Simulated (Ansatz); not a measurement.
**Which method gave which barrier?**

Saddle point of BN$_{2}$H$_{9}$, singlet (BH₃ + NH₃ + NH₃ → BNH₄ ([BH2][NH2]) + NH₃ + H₂; bonds formed: H2–H7, H5–N8; dative contacts that become bonds: B1–N6; bonds broken: B1–H2, H5–N6, H7–N8), PBE0-D4/def2-TZVP structure:

```xyz
12
angstrom
B -1.1018 -0.1199 -0.6405
H 0.0270 -0.5005 -1.2832
H -1.8039 -0.9528 -1.1712
H -1.2659 1.0115 -1.0419
H 0.9380 0.1839 0.8939
N -0.9352 -0.1988 0.8671
H 0.7411 -0.1108 -0.7533
N 1.6633 0.2881 0.1558
H -1.2583 -1.0676 1.2701
H -1.4239 0.5479 1.3407
H 1.9681 1.2467 0.0646
H 2.4514 -0.3275 0.2979
```

Program: Ansatz 0.2.0. Basis: def2-TZVPP, with def2-QZVPP for the basis limit. Cores are frozen in the correlated methods. B3LYP uses VWN-RPA correlation. Extrapolation: Hartree–Fock as exp(−7.88 √X), correlation as X^−2.97. Four methods, as single points on the PBE0-D4 structures, gave these electronic barriers from the start structure: 1.168, 1.370, 1.529, 1.938 eV.

Task: The methods were, in alphabetical order, B3LYP-D4, CCSD(T), HF, PBE-D4. Which gave which? (A judgement: the text doesn't fix the answer.)

Result: By the calculation: PBE-D4 1.168; B3LYP-D4 1.370; CCSD(T) 1.529; HF 1.938 eV. For comparison, CCSD(T) at an estimated basis limit (MP2 extrapolated from triple and quadruple zeta, plus CCSD(T) − MP2 in triple zeta) gives 1.502 eV.

No T1 diagnostic of these runs exceeds 0.012.

The step is the kind of exchange with an N–H group that builds nitride films in atomic layer and chemical vapour deposition.

Labels in which every atom is bracketed show which atoms are joined, not bond orders.

For scale, one of the runs: CCSD(T)/def2-TZVPP, 219 basis functions, launched by `ansatz run in.yaml --threads 4 --pin off --events-out ev --progress --plain --max-ram 9574MiB`. The run took 45 s on 4 CPU threads of an Arm Neoverse V1 (shared host), with 3.5 GiB of host memory at its peak.
